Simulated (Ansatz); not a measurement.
Relaxation of AlClH$_{2}$ (4 atoms, charge 0, multiplicity 1), to a largest force component of 0.03 eV/Å in at most 50 steps.

These are results of RKS LDA/def2-SVP (Ansatz 0.2.0), not measurements.

```xyz
4
Properties=species:S:1:pos:R:3:forces:R:3
Al -0.477 0.000 -0.275 -0.47 0.00 -0.27
H 1.719 0.000 1.412 -0.76 0.00 1.88
H 2.082 0.000 0.783 1.24 0.00 -1.60
Cl -2.335 0.000 -1.348 -0.02 0.00 -0.01
```

Question: Where does it end, and by what steps?

Answer: The run converged. The force dipped under the threshold on the way, but the program's further checks kept it going. After 13 steps the energy has fallen by 0.230 eV; H2 moved furthest, 0.64 Å.

```tsv
step	energy less start (eV)	largest force component (eV/Å)	accepted
0	0.0000	1.876	yes
1	-0.1848	0.247	yes
2	-0.2125	0.163	yes
3	-0.2252	0.149	yes
4	-0.2257	0.062	yes
5	-0.2259	0.000	yes
6	-0.2260	0.007	yes
7	-0.2260	0.002	yes
8	-0.2260	0.008	yes
9	-0.2262	0.013	yes
10	-0.2267	0.039	yes
11	-0.2277	0.123	yes
12	-0.1844	1.589	no
13	-0.2297	0.030	yes
```

```xyz
4
Properties=species:S:1:pos:R:3
Al -0.869 0.000 -0.600
H 2.255 0.000 1.753
H 2.377 0.000 0.981
Cl -2.775 0.000 -1.562
```

Run time: 7.8 s on 1 thread of Arm Neoverse V1, on a shared host, peak memory 0.1 GiB.
